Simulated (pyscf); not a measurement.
A first-order saddle from PySCF, ωB97X-D3(BJ)/def2-SVP:

```
As
H 1 1.5253
H 1 1.5487 2 88.67
O 1 2.1200 2 81.04 3 132.28
H 4 0.9668 1 106.68 2 126.87
H 4 1.2960 5 110.68 1 -80.60
O 6 1.1193 4 141.54 5 101.94
H 7 0.9666 6 111.51 4 110.04
```

Surface: singlet, charge 0. Lowest wavenumbers (cm⁻¹): 801i, 188, 360, 372, 550.

### Question
What reaction is this the transition state of?

### Answer
HO–AsH₂ (SMILES O[AsH2]) + H₂O (SMILES O) <-> HO–AsH₂ (SMILES O[AsH2]) + H₂O (SMILES O), a four-centre exchange read from left to right: As–O, H–O broken and As–O, H–O formed. At CCSD(T)/def2-TZVPP + ΔMP2(QZVPP) it lies +34.0 kcal/mol from the left side and +34.0 kcal/mol from the right (each side as separated species at their lowest minima found). On the reactant side the descent ends in a complex, 4.8 kcal/mol under the separated species and 35.7 kcal/mol under the saddle at ωB97X-D3(BJ)/def2-TZVP. On the product side the descent ends in a complex, 5.6 kcal/mol under the separated species and 36.4 kcal/mol under the saddle at ωB97X-D3(BJ)/def2-TZVP. At ωB97X-D3(BJ)/def2-TZVP the barrier from the zero used here is 30.8 kcal/mol. This is the saddle that the search found; another between the same sides may lie lower. The CCSD(T) − MP2 part came from Ansatz, without density fitting, on the same reference. The frozen core leaves the outer d or s,p core shells of the metals and heavy elements correlated in the MP2 and CC values, and def2-TZVPP describes them poorly, which can shift differences by a few kcal/mol. Elements up to Kr have no core potential and no relativistic terms here.
